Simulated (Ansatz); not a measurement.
Relaxation of C₂H₄FNO (9 atoms, charge 0, multiplicity 1), to a largest force component of 0.015 eV/Å in at most 40 steps.

Theory: Ansatz, RKS PBE0-D4/cc-pVDZ.

```xyz
9
Properties=species:S:1:pos:R:3
N -0.324 0.047 -1.489
C 0.496 -0.201 -0.474
C 1.793 -0.492 -0.534
O 2.453 -0.671 -1.619
F 2.451 -0.672 0.657
H -1.234 0.527 -1.148
H 0.076 0.650 -2.237
H -0.031 -0.136 0.516
H 3.430 -0.842 -1.405
```

Problem. Where does it end, and by what steps?

Solution. The forces met the threshold. The force dipped under the threshold on the way, but the program's further checks kept it going. After 11 steps the energy has fallen by 0.651 eV; H9 moved furthest, 0.56 Å.

```json
{"step": "0", "energy less start (eV)": "0.0000", "largest force component (eV/Å)": "4.253", "accepted": "yes"}
{"step": "1", "energy less start (eV)": "-0.4983", "largest force component (eV/Å)": "1.504", "accepted": "yes"}
{"step": "2", "energy less start (eV)": "-0.5801", "largest force component (eV/Å)": "0.392", "accepted": "yes"}
{"step": "3", "energy less start (eV)": "-0.6113", "largest force component (eV/Å)": "0.131", "accepted": "yes"}
{"step": "4", "energy less start (eV)": "-0.5821", "largest force component (eV/Å)": "1.216", "accepted": "no"}
{"step": "5", "energy less start (eV)": "-0.6308", "largest force component (eV/Å)": "0.091", "accepted": "yes"}
{"step": "6", "energy less start (eV)": "-0.6432", "largest force component (eV/Å)": "0.146", "accepted": "yes"}
{"step": "7", "energy less start (eV)": "-0.6506", "largest force component (eV/Å)": "0.037", "accepted": "yes"}
{"step": "8", "energy less start (eV)": "-0.6410", "largest force component (eV/Å)": "0.371", "accepted": "no"}
{"step": "9", "energy less start (eV)": "-0.6512", "largest force component (eV/Å)": "0.008", "accepted": "yes"}
{"step": "10", "energy less start (eV)": "-0.6513", "largest force component (eV/Å)": "0.040", "accepted": "yes"}
{"step": "11", "energy less start (eV)": "-0.6513", "largest force component (eV/Å)": "0.011", "accepted": "yes"}
```

```xyz
9
Properties=species:S:1:pos:R:3
N -0.392 0.060 -1.445
C 0.442 -0.203 -0.345
C 1.722 -0.560 -0.449
O 2.378 -0.705 -1.619
F 2.460 -0.902 0.623
H -0.900 0.935 -1.326
H 0.157 0.125 -2.299
H -0.020 -0.217 0.643
H 3.261 -0.321 -1.516
```

The run took 89 s on 1 thread of Arm Neoverse N1, on a shared host, peak memory 0.18 GiB.
